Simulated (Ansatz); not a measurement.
C3H6F2 (`CC(F)CF`). The species carries charge 0 and has multiplicity 1. All single points use the PBE0-D4/def2-TZVP geometry. It is one conformer, not always the lowest.

```xyz
11

C    -0.583    0.360    1.092
C    -0.341    0.293   -0.391
F    -0.050    1.563   -0.875
C     0.834   -0.583   -0.775
F     0.560   -1.890   -0.427
H    -0.784   -0.641    1.478
H     0.295    0.762    1.602
H    -1.441    0.997    1.311
H    -1.236   -0.057   -0.917
H     1.005   -0.537   -1.853
H     1.739   -0.265   -0.247
```

(1) What is the dipole moment at PBE/def2-TZVPP? (Best estimate.)

(2) And with r2SCAN, B3LYP, ωB97M-V? (Estimate.)

(3) Give the Mulliken charges with PBE, ωB97M-V, r2SCAN in def2-TZVPP. (Best estimate.)

## Answers

(1) Computed: 0.44 D, with components (-0.16, 0.01, 0.42) D in this frame, pointing from negative to positive charge.

(2) Ansatz gave: r2SCAN 0.46 D, B3LYP 0.45 D, ωB97M-V 0.45 D.

(3) Computed: 
```
atom    PBE  ωB97M-V  r2SCAN
  C1  -0.24    -0.29   -0.14
  C2   0.15     0.12    0.23
  F3  -0.21    -0.24   -0.25
  C4   0.04     0.03    0.15
  F5  -0.21    -0.23   -0.25
  H6   0.09     0.11    0.06
  H7   0.08     0.10    0.04
  H8   0.09     0.11    0.06
  H9   0.05     0.08    0.01
 H10   0.09     0.11    0.05
 H11   0.07     0.10    0.04
```

B3LYP here is the variant with VWN-RPA as its local correlation; programs differ in this.
